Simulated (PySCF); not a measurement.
C₄H₇NS.
Numbering: `[CH3:1][C@@H:2]([SH:3])[CH2:4][C:5]#[N:6]` (hydrogens: H7, H8, H9 on C1; H10 on C2; H11 on S3; H12, H13 on C4)

Level of theory: PySCF 2.14.0, PBE0-D3(BJ)/def2-SVP geometry optimisation, gas phase.

(1) Give the optimised bond lengths and angles.

Answers

(1) 
```json
{"bond": "C1–C2", "length (Å)": "1.518", "order": "single"}
{"bond": "C2–S3", "length (Å)": "1.825", "order": "single"}
{"bond": "C2–C4", "length (Å)": "1.536", "order": "single"}
{"bond": "C4–C5", "length (Å)": "1.459", "order": "single"}
{"bond": "C5≡N6", "length (Å)": "1.157", "order": "triple"}
{"bond": "C1–H7, C1–H8, C1–H9", "length (Å)": "1.101", "order": "single"}
{"bond": "C2–H10", "length (Å)": "1.103", "order": "single"}
{"bond": "S3–H11", "length (Å)": "1.352", "order": "single"}
{"bond": "C4–H12", "length (Å)": "1.101", "order": "single"}
{"bond": "C4–H13", "length (Å)": "1.103", "order": "single"}
```

Bonds in one row agree within 0.01 Å and their mean is given. Orders are formal, as drawn. A selection of angles:
```json
{"angle": "C2–C1–H7", "degrees": "110.7"}
{"angle": "H7–C1–H8", "degrees": "108.0"}
{"angle": "H7–C1–H9", "degrees": "108.6"}
{"angle": "C1–C2–S3", "degrees": "112.7"}
{"angle": "C1–C2–C4", "degrees": "113.0"}
{"angle": "C1–C2–H10", "degrees": "109.3"}
{"angle": "S3–C2–C4", "degrees": "110.3"}
{"angle": "S3–C2–H10", "degrees": "102.8"}
{"angle": "C4–C2–H10", "degrees": "108.1"}
{"angle": "C2–S3–H11", "degrees": "96.1"}
{"angle": "C2–C4–C5", "degrees": "112.5"}
{"angle": "C2–C4–H12", "degrees": "110.0"}
{"angle": "C2–C4–H13", "degrees": "109.9"}
{"angle": "C5–C4–H12", "degrees": "108.9"}
{"angle": "C5–C4–H13", "degrees": "108.5"}
{"angle": "H12–C4–H13", "degrees": "106.8"}
{"angle": "C4–C5–N6", "degrees": "178.2"}
```

Dihedral angles: C1–C2–C4–C5 61° (synclinal); H11–S3–C2–C1 57° (synclinal).

The C–C distances run from 1.459 Å (C4–C5, drawn single) to 1.536 Å (C2–C4, drawn single), a spread of 0.077 Å. Of the pairs four or more bonds apart, C5···H9 is among the closest relative to their van der Waals radii: 2.69 Å, 93 % of the sum of Bondi's values. S3 (thiol sulfur) is bent (angle 96.1°).

Point group: C1 (no symmetry element, even within 0.4 Å). Not checked by PBE0-D3(BJ)/def2-SVP frequencies. The numbers are those of one conformer (C1–C2–S3–H 57°, C1–C2–C4–C5 61°).
